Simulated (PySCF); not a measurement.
Löwdin shares of the frontier orbitals

Compound: propionyl chloride, C3H5ClO.
Numbering: `[CH3:1][CH2:2][C:3](=[O:4])[Cl:5]` (hydrogens: H6, H7, H8 on C1; H9, H10 on C2)

Geometry (GFN2-xTB, Å), atoms numbered from 1 in this order:
```
atom  x, y, z in Å
C1    -1.1689   -0.3941   -0.0653
C2     0.0381    0.5348   -0.1233
C3     1.2998   -0.1848    0.2155
O4     1.4571   -1.3194    0.5067
Cl5    2.7046    0.9078    0.1400
H6    -2.0723    0.1523   -0.3214
H7    -1.2804   -0.8088    0.9330
H8    -1.0466   -1.2184   -0.7628
H9    -0.0754    1.3676    0.5747
H10    0.1530    0.9679   -1.1197
```

Theory: TDDFT PBE0/def2-SVPD, vertical, gas phase, core orbitals frozen in the response in PySCF 2.14.0, density-fitted response routines.

Kohn–Sham orbitals with the atoms that hold most of them (Löwdin shares over 4%, at most four atoms; ? is withheld):

```
orbital  ε (eV)                            atoms
 LUMO+2    0.67    Cl5 59%, C3 24%, O4 7%, C2 4%
 LUMO+1    0.48  C1 20%, C2 18%, Cl5 11%, C3 10%
   LUMO   -1.13                                ?
   HOMO       ?                                ?
 HOMO-1   -9.22     Cl5 75%, C3 8%, C2 7%, C1 4%
 HOMO-2   -9.38           Cl5 77%, O4 10%, C3 9%
 HOMO-3  -10.54   C1 26%, C2 22%, H7 11%, H8 11%
```

Question: Which atoms hold the LUMO, and with what shares?

Answer: C3 (bonded to C, Cl and O) 40%; O4 (bonded to C) 33%; Cl5 (bonded to C) 11%; C2 (bonded to 2 C and 2 H) 8%. By element: carbon 49% or more, oxygen 33%, chlorine 11%.

Question: Give the leading atoms of the HOMO.

Answer: O4 (bonded to C) 54%; Cl5 (bonded to C) 29%; C3 (bonded to C, Cl and O) 7%; C2 (bonded to 2 C and 2 H) 7%. By element: oxygen 54%, chlorine 29%, carbon 14% or more.

Question: What is the HOMO energy, and the HOMO–LUMO gap?

Answer: ε(HOMO) = -8.65 eV; the gap is 7.52 eV (0.2763 hartree).

Question: How does S1 compare with the orbital gap of 7.52 eV?

Answer: S1 is at 5.25 eV (f = 0.0000), 2.27 eV below the gap, made of HOMO→LUMO (97%). Without the coupling terms of the response equations the lowest excitation would equal the gap.

Question: Give energy, strength and leading configuration of S1, S2 and S3, and follow the Löwdin shares of the leading atoms from the occupied to the empty orbital.

Answer: 
- S1 (5.25 eV, f 0.0000), HOMO→LUMO (97%): O4 54% → 33%, Cl5 29% → 11%, C3 7% → 40%; low, almost dark, from the terminal oxygen into the C=O bond, the pattern of n→π*
- S2 (6.41 eV, f 0.0001), HOMO-1→LUMO (98%): Cl5 75% → 11%, C3 8% → 40%, O4 at most 5% → 33%
- S3 (6.89 eV, f 0.016), HOMO-2→LUMO (84%): Cl5 77% → 11%, O4 10% → 33%, C3 9% → 40%

Löwdin shares depend on the basis, the more so with diffuse functions.

The run took 13 s wall on an Arm Neoverse V1 with one thread, no GPU, shared host.

One conformer stands for the species.
